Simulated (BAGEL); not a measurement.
# [NH3]+ (SMILES [NH3+]) at ROHF/6-31G(d) (density fitting with qzvpp-jkfit, spherical functions)

Aim: the energy change on altering one bond length of [NH3]+ at ROHF/6-31G* (density fitting with qzvpp-jkfit, spherical functions), from 2 runs. 

The results are computed with BAGEL 1.2.2.

2 further runs of the same task are left out: 2 set aside as unsound or not needed.

## 1. The structure to begin with

[NH3]+: 4 atoms, total charge +1, spin state doublet. As SMILES, `[NH3+]`. The shape is that of a GFN2-xTB optimisation.

Bond lengths: N1–H2 1.028 Å, N1–H3 1.028 Å, N1–H4 1.028 Å. Angles: H2–N1–H3 120.0°, H2–N1–H4 120.0°, H3–N1–H4 120.0°.

## 2. The energy at ROHF/6-31G(d) (density fitting with qzvpp-jkfit, spherical functions)

File calc.json:

```json
{ "bagel": [

{
  "title": "molecule",
  "basis": "6-31gs.json",
  "df_basis": "qzvpp-jkfit",
  "angstrom": "true",
  "geometry": [
    { "atom": "N", "xyz": [       0.000140,      -0.000820,      -0.000330 ] },
    { "atom": "H", "xyz": [       0.510700,      -0.238750,       0.859300 ] },
    { "atom": "H", "xyz": [      -0.995460,      -0.239520,      -0.089810 ] },
    { "atom": "H", "xyz": [       0.484620,       0.479080,      -0.769160 ] }
  ]
},

{ "title": "rohf", "charge": 1, "nopen": 1 },

{ "title": "print", "file": "orbitals.molden", "orbitals": "true" }

]}
```

The basis set 6-31G* is read from a file made from the Basis Set Exchange's data (not shown).

Started as:

```
$ BAGEL_NUM_THREADS=1 BAGEL calc.json > calc.out
```

The program printed:

```text
* using 1 threads per process

  ===============================================================
  ===============================================================

  *** Geometry ***

  { "atom" : "N", "xyz" : [      0.000265,     -0.001550,     -0.000624 ] },
  { "atom" : "H", "xyz" : [      0.965083,     -0.451172,      1.623842 ] },
  { "atom" : "H", "xyz" : [     -1.881147,     -0.452627,     -0.169716 ] },
  { "atom" : "H", "xyz" : [      0.915799,      0.905330,     -1.453502 ] },

  Number of auxiliary basis functions:      131

  Since a DF basis is specified, we compute 2- and 3-index integrals:
    o Being stored without compression. Storage requirement is 0.000 GB

  Number of basis functions:       20
  Number of electrons      :       10

    * METHOD: MOLECULE                             0.01

  *** Open-shell HF ***

  === Nuclear Repulsion ===
    11.7049204604

      * DIIS with orbital gradients will be used.

  === ROHF iteration (6-31gs.json) ===
      0        -55.84131054          0.05000094           0.00
      1        -55.86530360          0.01057558           0.00
      2        -55.86649191          0.00315952           0.00
      3        -55.86658834          0.00066298           0.00
      4        -55.86659385          0.00017264           0.00
      5        -55.86659495          0.00002632           0.00
      6        -55.86659478          0.00000084           0.00
      7        -55.86659476          0.00000041           0.00
      8        -55.86659477          0.00000012           0.00
      9        -55.86659477          0.00000002           0.00
     10        -55.86659477          0.00000000           0.00
    * SCF iteration converged.

    * S^2 (ROHF) is 0.7500

    * Permanent dipole moment:
           (    0.000307,    -0.001529,    -0.000655) a.u.

    * METHOD: ROHF                                 0.02

    * METHOD: PRINT                                0.00

  ===============================================================
```

Wall time 0.34 s (1 thread of Intel Xeon 6975P-C (Granite Rapids), shared host); peak memory 0.078 GiB.

## 3. The distorted shape

File input.json:

```json
{ "bagel" : [

{
  "title" : "molecule",
  "basis" : "6-31gs.json",
  "df_basis" : "qzvpp-jkfit",
  "angstrom" : "true",
  "geometry" : [
    { "atom" : "N", "xyz" : [      -0.145212,      -0.144798,       0.230332 ] },
    { "atom" : "H", "xyz" : [       0.365348,      -0.382728,       1.089962 ] },
    { "atom" : "H", "xyz" : [      -1.140812,      -0.383498,       0.140852 ] },
    { "atom" : "H", "xyz" : [       0.484620,       0.479080,      -0.769160 ] }
  ]
},

{
  "title" : "rohf",
  "charge" : 1,
  "nopen" : 1
},

{
  "title" : "print",
  "file" : "orbitals.molden",
  "orbitals" : "true"
}

]}
```

The basis set 6-31G* is read from a file made from the Basis Set Exchange's data (not shown).

Started as:

```
$ BAGEL_NUM_THREADS=1 BAGEL input.json > input.out
```

The program printed:

```text
* using 1 threads per process

  ===============================================================
  ===============================================================

  *** Geometry ***

  { "atom" : "N", "xyz" : [     -0.274411,     -0.273629,      0.435264 ] },
  { "atom" : "H", "xyz" : [      0.690408,     -0.723251,      2.059730 ] },
  { "atom" : "H", "xyz" : [     -2.155822,     -0.724706,      0.266172 ] },
  { "atom" : "H", "xyz" : [      0.915799,      0.905330,     -1.453502 ] },

  Number of auxiliary basis functions:      131

  Since a DF basis is specified, we compute 2- and 3-index integrals:
    o Being stored without compression. Storage requirement is 0.000 GB

  Number of basis functions:       20
  Number of electrons      :       10

    * METHOD: MOLECULE                             0.01

  *** Open-shell HF ***

  === Nuclear Repulsion ===
    10.7940646165

      * DIIS with orbital gradients will be used.

  === ROHF iteration (6-31gs.json) ===
      0        -55.79321335          0.04596701           0.00
      1        -55.81550660          0.01020318           0.00
      2        -55.81685918          0.00385502           0.00
      3        -55.81700552          0.00104638           0.00
      4        -55.81702386          0.00021847           0.00
      5        -55.81702558          0.00002724           0.00
      6        -55.81702528          0.00000245           0.00
      7        -55.81702528          0.00000089           0.00
      8        -55.81702528          0.00000039           0.00
      9        -55.81702528          0.00000014           0.00
     10        -55.81702528          0.00000003           0.00
     11        -55.81702528          0.00000001           0.00
     12        -55.81702528          0.00000001           0.00
    * SCF iteration converged.

    * S^2 (ROHF) is 0.7500

    * Permanent dipole moment:
           (   -0.132659,    -0.133275,     0.210332) a.u.

    * METHOD: ROHF                                 0.02

    * METHOD: PRINT                                0.00

  ===============================================================
```

Run time: 0.34 s. Hardware: 1 thread of Intel Xeon 6975P-C (Granite Rapids), shared host; peak memory 0.078 GiB.

## 4. Results

Level: ROHF/6-31G* (density fitting with qzvpp-jkfit, spherical functions).

| quantity | value |
| --- | --- |
| first shape: total energy | -55.86659 Eh |
| first shape: ⟨S²⟩ | 0.750 |
| distorted shape: total energy | -55.81703 Eh |
| distorted shape: ⟨S²⟩ | 0.750 |
| energy change with the N1–H4 bond stretched from 1.028 to 1.336 Å | 1.349 eV |

In words: With the N1–H4 bond stretched from 1.028 to 1.336 Å the energy rises by 1.35 eV (31 kcal/mol). The first shape isn't relaxed at this level, so the change isn't measured from a minimum.
